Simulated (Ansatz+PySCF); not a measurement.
Values are calculated unless marked as measured or tabulated.
## Ansatz (development build ahead of 0.2.0) run

```yaml
crystal:
  periodic: [false, false, false]
  atoms:
    - { symbol: B, position_ang: [0.0, 0.0, -1.29832] }
    - { symbol: B, position_ang: [0.0, 0.0, 1.29832] }
basis:
  gaussian: { orbitals: "6-31G" }
magnetization:
  initial_magnetization: 2
hamiltonian:
  xc: hf
correlation:
  method: mp2
  frozen_orbitals: { B: 1 }
scf:
  omitted_lower_state_checks: [atomic_configurations, cluster_reference, orbital_swaps, given_window_search, neighbouring_geometries, increment]
```

The input is written out in the form of the current development build from the run's settings. Correlation on restricted open-shell orbitals is semicanonical, with singles.

Results

```json
{
  "Converged": "yes",
  "Reference energy": "-49.04454 hartree",
  "Correlation energy": "-0.05476 hartree",
  "Total energy": "-49.09930 hartree",
  "Spin squared of the determinant": "2.000"
}
```

Caution: large amplitudes, a single reference is doubtful; the determinant may break the point group; another reference gives a lower total.
